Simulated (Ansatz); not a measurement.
**SiNi: computed properties**

Method: DFT r2SCAN, scalar-relativistic, plane waves, PAW in Ansatz.

Cutoff 500 eV; k points 8×10×6 on the computed 8-atom cell (Γ-centred); Gaussian smearing, width 0.10 eV; no spin polarisation.

The structure is relaxed at this level of theory with its symmetry kept.

It takes space group Pnma (No. 62, orthorhombic). The conventional cell has a = 5.098 Å, b = 3.350 Å, c = 5.574 Å, α = 90.00°, β = 90.00°, γ = 90.00°. Si (site symmetry m) is surrounded by 6 Ni at 2.26 to 2.39 Å. Ni (site symmetry m) has 6 Si at 2.26 to 2.39 Å as nearest neighbours.

| Item | Value |
| --- | --- |
| Volume per atom | 11.90 Å³ |
| Formation energy from the elements' standard states (uncorrected) | -0.477 eV/atom |
| Generalised Kohn–Sham band gap | none (metal) |
| Density of states at the Fermi level | 2.21 states/eV per cell |
| Löwdin character within 0.5 eV of the Fermi level | Ni 3d 48 %, Si 3p 36 %, Si 3s 10 %, unprojected 4 % |
| Bulk modulus | 180 GPa |
| Its pressure derivative | 4.5 |
| Bader charges (e) | Si (4 in the cell) 0.51, Ni (4 in the cell) -0.51 |

A ferromagnetic start lost its moments in a first run, so spin was left out; other magnetic orders weren't tried.

Cost: 6 runs of about 74 core-minutes in all, on Intel Xeon Processor @ 2.50GHz (Skylake/Cascade Lake) (shared hosts).